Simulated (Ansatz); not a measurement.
C2H3Cl, SMILES `C[C]Cl` (singlet; the order of the spin states depends on the level) (charge 0, multiplicity 1). This singlet lies 0.40 eV below the relaxed triplet at the level frozen-core CCSD(T)/cc-pVTZ // B3LYP-D3(BJ)/def2-TZVP (Ansatz, a first-principles code); other levels give the other order.

Z-matrix (Å, degrees):
```
C
H 1 1.0931
H 1 1.0980 2 110.80
H 1 1.0983 2 110.70 3 -114.37
C 1 1.4774 2 118.66 4 -122.61
Cl 5 1.7166 1 110.63 2 0.43
```
Charge 0, multiplicity 1.

The restricted HF start is unstable towards unrestricted orbitals.

Give the natural occupations of the active orbitals, the CASSCF energy and the corrected energy for frozen-core fic-MRCISD+Q@CASSCF(6e,6o)/cc-pVTZ // B3LYP-D3(BJ)/def2-TZVP run with Ansatz.


```json
{
  "natural_occupations": "1.99, 1.97, 1.92, 0.07, 0.03, 0.01",
  "CASSCF energy": "-536.9764 Ha",
  "corrected_energy": "-537.4690 Ha",
  "weight_of_the_reference": "0.880"
}
```
